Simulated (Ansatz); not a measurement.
Species: HS, SMILES `[SH]` (charge 0, multiplicity 2).

Give a relaxed geometry from PBE-D3(BJ)/def2-TZVP (Ansatz, a first-principles code).

the end point of this relaxation (outside a Z-matrix the atoms follow the SMILES, hydrogens last).
Cartesian coordinates (Å) in one orientation:
```xyz
2

S      0.679     0.000     0.000
H     -0.679     0.000     0.000
```
